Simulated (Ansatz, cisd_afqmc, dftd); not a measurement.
Barrier from NH2 (SMILES [NH2], doublet) + CH3 (SMILES [CH3], doublet) to the saddle point below; all geometries are those of the HTBH38 set.
```
C
H 1 1.0835
H 1 1.0835 2 114.60
H 1 1.0835 2 114.60 3 -135.39
H 1 1.3953 2 101.55 3 112.38
N 5 1.2118 1 174.46 2 -176.62
H 6 1.0316 5 99.32 1 -0.92
```
Charge 0, spin multiplicity 3.

Wanted: barrier height (electronic, no zero-point energy), in kJ/mol. Open shells are spin-unrestricted; no spin-orbit coupling. Correlated methods leave the cores frozen. Rows without X2C or -DK are non-relativistic. AFQMC is phaseless with a CISD trial state; ± is one standard error, without the phaseless bias. Outlying blocks are dropped, and bars are widened where a walk drifts. Over all cases where full CI ran beside it in this data, AFQMC minus full CI had a median of +0.1 mEh and passed +0.4 mEh in a tenth of the cases. CBS(X,Y): correlation extrapolated as X^-3, Hartree-Fock from the larger set. A bracket is a step between two methods taken in the basis named. Functionals run without relativity, which enters their misses. Double hybrids freeze cores in their MP2 part. '+ core + X2C': CCSD(T) terms for core correlation (cc-pwCVTZ) and scalar relativity (cc-pVTZ-DK). The UHF reference of CH5N (saddle point or complex, triplet) is spin-contaminated (<S^2> up to 0.06 over the pure value in the sets run).

```
level                                                                                               program  barrier height (kJ/mol)  difference against the last row
--------------------------------------------------------------------------------------  -------------------  -----------------------  -------------------------------
HF/aug-cc-pVDZ                                                                                       Ansatz                     82.2                             45.6
B3LYP/def2-TZVPD                                                                                     Ansatz                     25.2                            -11.4
PBE0-D3(BJ)/def2-TZVPD                                                                       Ansatz + dftd3                     18.4                            -18.2
r2SCANh/def2-TZVPD                                                                                   Ansatz                     24.3                            -12.3
CAM-B3LYP/def2-TZVPD                                                                                 Ansatz                     29.7                             -6.9
B2GP-PLYP/def2-TZVPD                                                                                 Ansatz                     36.6                              0.0
MP2/aug-cc-pVDZ                                                                                      Ansatz                     41.0                              4.4
MP2/aug-cc-pVQZ                                                                                      Ansatz                     46.0                              9.4
MP2/CBS(aug-cc-pVTZ,aug-cc-pVQZ)                                                                     Ansatz                     47.0                             10.4
CCSD(T)/aug-cc-pVDZ                                                                                  Ansatz                     31.7                             -4.9
CCSD(T)/CBS(aug-cc-pVTZ,aug-cc-pVQZ) + core + X2C                                                    Ansatz                     37.7                              1.1
CCSDT(Q)/aug-cc-pVDZ                                                                                 Ansatz                     30.5                             -6.1
AFQMC/CISD/aug-cc-pVTZ                                                                           cisd_afqmc               35.1 ± 0.8                             -1.5
CCSD(T)/CBS(aug-cc-pVTZ,aug-cc-pVQZ) + [AFQMC/CISD - CCSD(T)]/aug-cc-pVTZ + core + X2C  Ansatz + cisd_afqmc               38.3 ± 0.8                              1.7
CCSD(T)/CBS(aug-cc-pVTZ,aug-cc-pVQZ) + [CCSDT(Q) - CCSD(T)]/aug-cc-pVDZ + core + X2C                 Ansatz                     36.6                              0.0
```

Ansatz is an electronic-structure program.
